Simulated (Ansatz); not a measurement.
This Ansatz (a quantum-chemistry and plane-wave program) input (wB97M-V/def2-SV(P)) gives -238.71704 Eh with 46 basis functions. A basis named .json is the Basis Set Exchange file of that set (core-valence sets with the plain set on hydrogen).

Ansatz 0.2 input:
```yaml
crystal:
  periodic: [false, false, false]
  atoms:
    - {symbol: C, position_ang: [0.00439699, 0.00529408, 0.50425813]}
    - {symbol: F, position_ang: [-0.01696785, 1.10243765, -0.30214647]}
    - {symbol: F, position_ang: [0.01189880, -1.10854091, -0.27918568]}
    - {symbol: H, position_ang: [-0.90251824, -0.00024261, 1.11129806]}
    - {symbol: H, position_ang: [0.92175780, 0.02340746, 1.09514257]}
basis:
  gaussian:
    orbitals: def2-SV_P_.json
hamiltonian:
  xc: {name: wB97M-V}
magnetization: {spin_polarized: false}
```

Change:
```diff
- orbitals: def2-SV_P_.json
+ orbitals: def2-TZVP
```

Q: What does the run give now?

A: -239.02202 Eh (wB97M-V/def2-TZVP, 105 functions), a change of -304.98 mEh.
